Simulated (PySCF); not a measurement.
Structure with atom numbers: `[CH2:1]=[CH:2][S:3][C:4]#[N:5]`; H(Xn) means a hydrogen on atom n. Ha(C1) is cis to S3; Hb(C1) is trans to S3.

Geometry: PBE0-D3(BJ)/def2-TZVP; GIAO absolute shieldings from PySCF, gas phase, non-relativistic, averaged over equivalent atoms.

At B97-2/pcSseg-2 (229 basis functions, 11 s wall time on 1 thread of an AMD EPYC 9R45 96-Core, shared host):
```tsv
atoms	σ (ppm)
C2	55.5
C1	62.4
C4	71.9
S3	469.6
N5	-82.3
Ha(C1)	25.50
H(C2)	25.61
Hb(C1)	25.76
```

Task: Predict the values at KT3/pcSseg-2 on the same geometry.

Result: 
```csv
atoms,σ at KT3/pcSseg-2,change
C2,61.5,+6.0
C1,68.8,+6.4
C4,80.8,+8.9
S3,470.7,+1.1
N5,-68.7,+13.6
Ha(C1),25.68,+0.18
H(C2),25.73,+0.12
Hb(C1),25.91,+0.15
```

The largest change is at N5 (nitrile nitrogen). Cost: 229 basis functions, 19 s wall time on 1 thread of an AMD EPYC 9R45 96-Core, shared host. The order of the carbon signals is the same at both levels.
